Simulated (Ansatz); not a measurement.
Geometry optimisation, RKS PBE-D4/def2-SVP (Ansatz).

Input file:

```yaml
crystal:
  periodic: [false, false, false]
  atoms:
    - { symbol: B, position_ang: [-0.033889, -0.3458, 0.184335] }
    - { symbol: O, position_ang: [-0.099161, -0.97232, 1.41677] }
    - { symbol: H, position_ang: [-1.020999, -1.118653, 1.70047] }
    - { symbol: H, position_ang: [1.080741, -0.215086, -0.28539] }
    - { symbol: H, position_ang: [-1.043621, -0.043902, -0.434932] }
    - { symbol: Si, position_ang: [0.145723, 2.689126, 1.01482] }
    - { symbol: H, position_ang: [0.889495, 3.388072, 2.117502] }
    - { symbol: H, position_ang: [0.874723, 2.869878, -0.285159] }
    - { symbol: H, position_ang: [-1.242119, 3.257185, 0.9071] }
    - { symbol: H, position_ang: [0.061407, 1.246201, 1.337182] }
basis:
  gaussian: { orbitals: def2-SVP }
hamiltonian:
  xc: pbe
  dispersion: d4
relax:
  f_tol: 0.03
  max_steps: 50
output:
  orbitals: {}
```

Command:

```bash
$ ansatz run input.yaml --threads 1 --pin off --max-ram 2048MiB --backend cpu --events-out ev --progress --plain --runs-dir out
```

Task: Where does it end, and by what steps?

Result: The forces met the threshold. The force dipped under the threshold on the way, but the program's further checks kept it going. After 23 steps the energy has fallen by 0.175 eV; H10 moved furthest, 0.83 Å.

| step | energy less start (eV) | largest force component (eV/Å) | accepted |
| --- | --- | --- | --- |
| 0 | 0.0000 | 0.720 | yes |
| 1 | -0.0646 | 0.811 | yes |
| 2 | -0.1086 | 0.643 | yes |
| 3 | -0.1291 | 0.640 | yes |
| 4 | -0.1549 | 0.217 | yes |
| 5 | -0.1419 | 0.527 | no |
| 6 | -0.1564 | 0.087 | yes |
| 7 | -0.1588 | 0.070 | yes |
| 8 | -0.1593 | 0.126 | yes |
| 9 | -0.1618 | 0.062 | yes |
| 10 | -0.1639 | 0.052 | yes |
| 11 | -0.1659 | 0.115 | yes |
| 12 | -0.1673 | 0.078 | yes |
| 13 | -0.1674 | 0.090 | yes |
| 14 | -0.1705 | 0.093 | yes |
| 15 | -0.1706 | 0.079 | yes |
| 16 | -0.1686 | 0.189 | no |
| 17 | -0.1723 | 0.044 | yes |
| 18 | -0.1728 | 0.086 | yes |
| 19 | -0.1735 | 0.054 | yes |
| 20 | -0.1743 | 0.025 | yes |
| 21 | -0.1743 | 0.091 | no |
| 22 | -0.1747 | 0.019 | yes |
| 23 | -0.1748 | 0.028 | yes |

```xyz
10
Properties=species:S:1:pos:R:3
B -0.073 -0.526 0.170
O -0.281 -1.480 1.112
H -1.200 -1.489 1.438
H 1.053 -0.456 -0.284
H -0.981 0.203 -0.206
Si 0.219 2.901 1.084
H 0.741 4.107 1.816
H 0.934 2.758 -0.228
H -1.258 3.062 0.847
H 0.458 1.674 1.924
```

Whether the end is a true minimum wasn't checked by a vibrational analysis.

The run took 25 s on 1 thread of Intel(R) Xeon(R) 6975P-C (Granite Rapids), on a shared host, peak memory 0.16 GiB.
